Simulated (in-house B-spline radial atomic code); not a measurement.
## RPA and G0W0 on wB97X: Xe

Configuration [Kr] 4d10 5s2 5p6, mean-field start wB97X. Computed with an all-electron radial atomic-structure program (B-spline basis): all electrons, scalar-relativistic (spin-free one-electron X2C), finite nucleus, each spin shell either full or empty, empty states to l = 9 with an (l + 1/2)⁻⁴ tail; G0W0 by contour deformation at full frequency.

Spin-orbit coupling, left out, splits p levels strongly here.

Command:
```bash
python run_gw.py task.json out
```
Settings (radii: box in bohr, nucleus in fm):
```
Z                        54
electrons                54
configuration            [Kr] 4d10 5s2 5p6
hamiltonian              x2c
method                   wb97x
lmax                     9
rms_radius               4.7859
spin_polarised           False
box_radius               40
intervals                72
```

Cost of the run: 7.9 s on 1 thread of Arm Neoverse N1 (shared host).

Energies (hartree):

```tsv
term	value
mean-field total	-7446.83655
Hartree-Fock functional on these orbitals	-7443.54795
direct second order	-4.634
second-order exchange	1.2616
SOSEX correction	1.1825
```

(1) What is the RPA correlation energy, and what remains with SOSEX?

Quasi-particle levels (eV):

```tsv
level	occupied	mean field	Σx - vxc	Σc	QP weight	G0W0
5p	yes	-11.824	-0.46	?	?	?
```

G0W0 = mean field + (Σx - vxc) + Σc, with Σc (partial-wave tail included) taken at the quasi-particle energy. Only the outer levels were computed. Levels of low weight are left out.

(2) Where does G0W0 put 5p?

## Answers

(1) RPA gives -4.0945 hartree (-2.06 eV per electron); RPA + SOSEX gives -2.912, and the second-order doubles -3.3724 hartree (no singles). SOSEX takes back 29 % of the RPA value.

(2) At -12.896 eV, with Σc = -0.61 eV and a quasi-particle weight of 0.933. The tabulated removal energy is 12.130 eV (NIST, measured); the calculation leaves out spin-orbit coupling, Breit and QED terms, and what these don't explain is the method's own error.
